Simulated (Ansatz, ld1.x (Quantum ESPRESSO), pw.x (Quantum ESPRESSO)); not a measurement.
From atom to crystal: TM potential for nitrogen

nitrogen (N), norm-conserving Troullier–Martins (Kleinman–Bylander form), made with ld1.x (Quantum ESPRESSO) 7.5 (PBEsol, scalar-relativistic). Core [He], reference 2s2 2p2.5 (charge +0.5). Waves: 2s (bound): rc 1.00 bohr; 2p (bound): rc 1.70 bohr; 3d channel at -0.2 Ry: rc 1.75 bohr. Local part: all-electron potential smoothed inside 0.90 bohr (lloc = -1). Core correction: none.

Atomic tests: cutoffs needed: 50 Ry and 140 Ry (the cutoffs (Ry, on a coarse ladder) from which the occupation-weighted sum of valence levels, in a spherical-Bessel basis at the reference potential, stays within 10 and 1 mRy of its value at 400 Ry); ghost test: no extra level below or beside the all-electron valence levels (s, p, d, f tested) (spherical-Bessel basis up to 400 Ry, 20 bohr box); largest excitation error: +807 meV (all-electron minus pseudo) for 2s2 2p0, out of 7 test configurations.

Crystal test: fcc N in pw.x 7.5, no spin, 18³ k-points, Fermi–Dirac smearing 0.01 Ry, cutoffs 170/680 Ry. The reference is all-electron LAPW (Ansatz 0.2.0) with the same functional, mesh and smearing; V0 and B0 come from Birch–Murnaghan fits to the pressures at five volumes. Errors are pseudo minus all-electron; Δ is the rms difference of the E(V) curves that follow from these fits, minima aligned, over ±6 % about the mean V0. Mesh and smearing are coarse, so the numbers serve the comparison and aren't converged zero-temperature values; the lattice is a test structure that the element need not adopt. Spin polarisation is left out.

All-electron: a0 = 3.070 Å (V0 = 7.23 Å³/atom), B0 = 205.4 GPa.

Task: How far does the potential miss the all-electron equation of state?

Result: mean pressure error (GPa): +0.52; a0 (Å): 3.073; a0 error (%): +0.08; B0 error (%): -0.6; Δ (meV/atom): 0.8.

```csv
V (Å³/atom),P all-electron (GPa),P pseudo (GPa)
6.854,12.37,12.93
7.035,6.08,6.61
7.215,0.53,1.06
7.395,-4.34,-3.84
7.576,-8.63,-8.15
```

Task: At the middle volume, how do free energy and pressure move when the wave cutoff is lowered (ecutrho kept at four times it)?

Result:

```
cutoff (Ry)  shift of F (meV/atom)  shift of P (GPa)
         76                  +72.7             -0.86
        102                  +35.0             -2.34
        136                   +3.1             -0.66
```

The run at the middle volume (195 k-points, 6 iterations) took about 35 s on one core of a shared host (Neoverse-V1, 32 threads, 247 GiB, load 8).
